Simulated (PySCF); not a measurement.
# URPBE-D3(0)/aug-cc-pVDZ (sfX2C, density fitting with aug-cc-pvtz-jkfit) run of BHClO (SMILES O[B]Cl)

Wanted: a structure relaxation of BHClO. 

The results are computed with PySCF 2.14.0.

1 further run of the same task is left out (set aside as unsound or not needed).

## 1. The system as given

BHClO: 4 atoms, total charge 0, spin state doublet. SMILES: `O[B]Cl`. Geometry: relaxed at PBE0-D4/def2-TZVP. The run starts from this shape.

Bond lengths: O1–B2 1.334 Å, B2–Cl3 1.740 Å, O1–H4 0.961 Å. Angles: O1–B2–Cl3 122.2°, B2–O1–H4 113.5°.

## 2. A structure relaxation at URPBE-D3(0)/aug-cc-pVDZ (sfX2C, density fitting with aug-cc-pvtz-jkfit)

File run.py:

```python
from pyscf import gto, dft
from pyscf.geomopt.geometric_solver import kernel as optimise

system = gto.M(
    atom=[
    ('O', (0.545600, 0.191100, -0.589300)),
    ('B', (-0.429900, 0.065600, 0.312600)),
    ('Cl', (-0.557200, -1.323200, 1.352900)),
    ('H', (0.497000, 1.006200, -1.096500)),
],
    verbose=3,
    max_memory=1860,
    spin=1,
    basis='aug-cc-pvdz',
)

ks = dft.UKS(system)
ks.xc = 'rpbe'
ks = ks.sfx2c1e()
ks = ks.density_fit(auxbasis='aug-cc-pvtz-jkfit')
ks.disp = 'd3zero'
ks.max_cycle = 100
converged, mol_eq = optimise(ks, maxsteps=50)
print('converged:', converged)
print(mol_eq.tostring())

ks.reset(mol_eq)
system = mol_eq
ks.kernel()
if not ks.converged:
    ks = ks.newton().run(ks.mo_coeff, ks.mo_occ)
energy = ks.e_tot
print('E(%s) = %.9f' % ('RPBE', energy))
```

Launch:

```bash
$ OMP_NUM_THREADS=1 python run.py
```

Q: Predict the results. Wanted: total energy at the end; dipole moment; HOMO energy; LUMO energy; dispersion energy; ⟨S²⟩.

Answer, from the run:

At URPBE-D3(0)/aug-cc-pVDZ (sfX2C, density fitting with aug-cc-pvtz-jkfit):

```
                          quantity          value
           total energy at the end  -562.16853 Eh
                     dipole moment         1.98 D
HOMO energy (highest over α and β)       -5.09 eV
 LUMO energy (lowest over α and β)       -2.87 eV
                 dispersion energy   -3.58 kJ/mol
                              ⟨S²⟩          0.753
```

In words: At the final geometry: Bond lengths: O1–B2 1.363 Å, B2–Cl3 1.770 Å, O1–H4 0.975 Å. Angles: O1–B2–Cl3 121.5°, B2–O1–H4 111.8°. The optimisation took 4 steps and changed the energy by -0.032 eV.
